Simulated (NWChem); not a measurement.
**[P2H3]− (SMILES [PH-]P) at PBE0-D2/2ZaPa-NR**

What is the vertical ionisation energy of [P2H3]− at PBE0-D2/2ZaPa-NR? 

The results are computed with NWChem 7.3.0.

2 further runs of the same task are left out: 2 set aside as unsound or not needed.

### Step 1. Starting point

The species is [P2H3]− (5 atoms), meant as a singlet with charge -1. As SMILES, `[PH-]P`. The shape is that of a GFN2-xTB optimisation. This is one conformer, not always the lowest.

Bond lengths: P1–P2 2.086 Å, P1–H3 1.369 Å, P2–H4 1.401 Å, P2–H5 1.400 Å. Angles: P1–P2–H4 101.9°, P1–P2–H5 101.8°, P2–P1–H3 90.4°, H4–P2–H5 88.6°.

### Step 2. Energy and gradient at PBE0-D2/2ZaPa-NR

work.nw

```
START work
TITLE "H3P2 gradient"
memory 2200 mb
charge -1

GEOMETRY units angstroms noautoz
 P     0.790170   -1.109400    0.143810
 P    -0.477530    0.546260    0.076070
 H     0.279530   -1.462550    1.364400
 H    -0.983870    0.470170   -1.228180
 H     0.391690    1.555520   -0.356110
END

BASIS spherical bse
 * library 2ZaPa-NR
END

DFT
 xc pbe0
 disp vdw 2
 grid medium
 direct
 print medium
END

TASK dft gradient
```

Run with:

```console
$ nwchem work.nw > work.out
```

Log, shortened:

```text
[...]
          Wavefunction type:  closed shell.
          No. of atoms     :     5
          No. of electrons :    34
[...]
          Charge           :    -1
          Spin multiplicity:     1
[...]
          AO basis - number of functions:    72
[...]
              XC Information
              --------------
                         PBE0 Method XC Functional
                     Hartree-Fock (Exact) Exchange  0.250
          PerdewBurkeErnzerhof Exchange Functional  0.750
            Perdew 1991 LDA Correlation Functional  1.000 local
           PerdewBurkeErnz. Correlation Functional  1.000 non-local
[...]
 d= 0,ls=0.0,diis     1   -684.0673228808 -7.68D+02  6.61D-02  1.14D+00     1.6
[...]
 d= 0,ls=0.0,diis     8   -684.2587796308 -9.75D-09  8.45D-06  1.09D-07     7.8
         Total DFT energy =     -684.258779630768
      One electron energy =    -1120.026797525960
           Coulomb energy =      399.617928168011
    Exchange-Corr. energy =      -47.582707433112
 Nuclear repulsion energy =       83.733885877533
    Dispersion correction =       -0.001088717240
[...]
  wavefunction    = closed shell
                         DFT ENERGY GRADIENTS
    atom               coordinates                        gradient
                 x          y          z           x          y          z
   1 P       0.089185  -2.061824   0.000113   -0.022929   0.027104   0.000011
   2 P      -0.141319   1.874064   0.001669    0.011505  -0.016719   0.000094
   3 H      -2.493089  -2.231239   0.002912    0.028641   0.006370  -0.000062
   4 H       1.620685   2.526241  -1.864035   -0.008406  -0.008379   0.013835
   5 H       1.654422   2.521401   1.834391   -0.008810  -0.008376  -0.013878
[...]
```

Wall time 11 s (1 thread of INTEL XEON PLATINUM 8581C at 2.10GHz (Emerald Rapids), shared host); peak memory 0.11 GiB.

### Step 3. Doublet neutral P2H3, same level

test.xyz

```xyz
5
H3P2 gradient
P      0.790170    -1.109400     0.143810
P     -0.477530     0.546260     0.076070
H      0.279530    -1.462550     1.364400
H     -0.983870     0.470170    -1.228180
H      0.391690     1.555520    -0.356110
```

run.py

```python
from ase.io import read
from ase.calculators.nwchem import NWChem

atoms = read('test.xyz')

calc = NWChem(
    label='test',
    theory='dft',
    memory='2200 mb',
    basis='2ZaPa-NR',
    basispar='spherical bse',
    dft={'xc': 'pbe0', 'mult': '2', 'disp': 'vdw 2', 'grid': 'medium', 'direct': None, 'iterations': '150', 'print': 'low'},
)
atoms.calc = calc

forces = atoms.get_forces()
print(f"energy = {atoms.get_potential_energy():.6f} eV")
print("forces (eV/A):")
for s, f in zip(atoms.symbols, forces):
    print(f"{s:2s} {f[0]:10.5f} {f[1]:10.5f} {f[2]:10.5f}")
```

Run with:

```console
$ export ASE_NWCHEM_COMMAND="nwchem PREFIX.nwi > PREFIX.nwo"
$ python run.py
```

Log:

```text
energy = -18617.950908 eV
forces (eV/A):
P     1.66083   -1.07554   -1.24045
P    -1.74341    1.68181    0.63697
H    -0.37250   -0.55361    1.23757
H    -0.19885   -0.36530   -0.57870
H     0.65393    0.31259   -0.05543
```

The calculator wrote test.nwi:

```
title "test"

permanent_dir test

scratch_dir test

start test

geometry units angstrom nocenter noautosym noautoz
  P  7.9017000000000004e-01 -1.1093999999999999e+00 1.4380999999999999e-01
  P  -4.7753000000000001e-01 5.4625999999999997e-01 7.6069999999999999e-02
  H  2.7953000000000000e-01 -1.4625500000000000e+00 1.3644000000000001e+00
  H  -9.8387000000000002e-01 4.7016999999999998e-01 -1.2281800000000000e+00
  H  3.9168999999999998e-01 1.5555200000000000e+00 -3.5610999999999998e-01
end

memory 2200 mb

basis spherical bse noprint
   * library 2ZaPa-NR
end

dft
  xc pbe0
  mult 2
  disp vdw 2
  grid medium
  direct
  iterations 150
  print low
end

task dft gradient
```

test.nwo, shortened:

```text
[...]
 d= 0,ls=0.0,diis     1   -684.1730415221 -7.68D+02  8.48D-03  4.01D-02     2.1
[...]
 d= 0,ls=0.0,diis     8   -684.1970817280 -1.73D-08  5.39D-06  3.36D-08     9.6
[...]
         Total DFT energy =     -684.197081728050
      One electron energy =    -1112.437867529324
           Coulomb energy =      391.884619792636
    Exchange-Corr. energy =      -47.376631151656
 Nuclear repulsion energy =       83.733885877533
    Dispersion correction =       -0.001088717240
[...]
      <S2> =      0.7558 (Exact =     0.7500)
                         DFT ENERGY GRADIENTS
    atom               coordinates                        gradient
                 x          y          z           x          y          z
   1 P       1.493205  -2.096462   0.271761   -0.032298   0.020916   0.024123
   2 P      -0.902401   1.032282   0.143751    0.033904  -0.032706  -0.012387
   3 H       0.528235  -2.763819   2.578342    0.007244   0.010766  -0.024067
   4 H      -1.859245   0.888492  -2.320924    0.003867   0.007104   0.011254
   5 H       0.740187   2.939507  -0.672950   -0.012717  -0.006079   0.001078
 Task  times  cpu:       11.7s     wall:       11.7s
 Total times  cpu:       12.1s     wall:       12.1s
```

It took 13 s on 1 thread of INTEL XEON PLATINUM 8581C at 2.10GHz (Emerald Rapids), shared host; peak memory 0.11 GiB.

### Step 4. Results

At PBE0-D2/2ZaPa-NR:

```
                                                              quantity          value
                                         singlet [P2H3]−: total energy  -684.25878 Eh
                                          singlet [P2H3]−: HOMO energy        0.18 eV
                                          singlet [P2H3]−: LUMO energy        3.32 eV
singlet [P2H3]−: HOMO–LUMO gap (to an unbound level, set by the basis)        3.14 eV
                                    singlet [P2H3]−: dispersion energy   -2.86 kJ/mol
                             singlet [P2H3]−: largest force on an atom     1.826 eV/Å
                                    doublet neutral P2H3: total energy  -684.19708 Eh
                               doublet neutral P2H3: dispersion energy   -2.86 kJ/mol
                                            doublet neutral P2H3: ⟨S²⟩          0.756
                        doublet neutral P2H3: largest force on an atom     2.505 eV/Å
                   vertical detachment energy (to the doublet neutral)       1.679 eV
```

What this shows: Removing an electron at fixed nuclei costs 1.68 eV (39 kcal/mol). The largest force (singlet [P2H3]−) is 1.83 eV/Å: the shape isn't a stationary point for this species at this level. −ε(HOMO) before ionisation, -0.18 eV, is 1.86 eV below this ionisation energy. The HOMO (singlet [P2H3]−) lies at positive energy, 0.18 eV; only total energies tell whether the electron is bound.
